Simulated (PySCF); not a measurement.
Compound: C₃H₃NO.
Numbering: `[CH2:1]=[CH:2][N:3]=[C:4]=[O:5]` (hydrogens: H6, H7 on C1; H8 on C2)

Level of theory: PBE0-D3(BJ)/def2-SVP geometry optimisation, gas phase (PySCF).

Question: Give the optimised bond lengths and angles.

Answer: 
```csv
bond,length (Å)
C1=C2,1.337
C2–N3,1.376
N3=C4,1.199
C4=O5,1.169
C1–H6,1.091
C1–H7,1.093
C2–H8,1.094
```

A selection of angles:
```csv
angle,degrees
C2–C1–H6,119.7
C2–C1–H7,122.0
H6–C1–H7,118.3
C1–C2–N3,125.6
C1–C2–H8,120.9
N3–C2–H8,113.5
C2–N3–C4,149.9
N3–C4–O5,174.5
```

Torsions: C1–C2–N3–C4 1° (synperiplanar).

The C–N distances run from 1.199 Å (N3=C4, drawn double) to 1.376 Å (C2–N3, drawn single), a spread of 0.177 Å. The 5 heavy atoms lie in one plane (0.002 Å rms).

Point group: Cs (tolerance 0.08 Å). Stationary, but not proved a minimum. One conformer, not necessarily the lowest.

The run took 15 s on Arm Neoverse V2, one thread, shared host, and the process peaked at 0.35 GiB of memory. These figures are those of the optimisation.
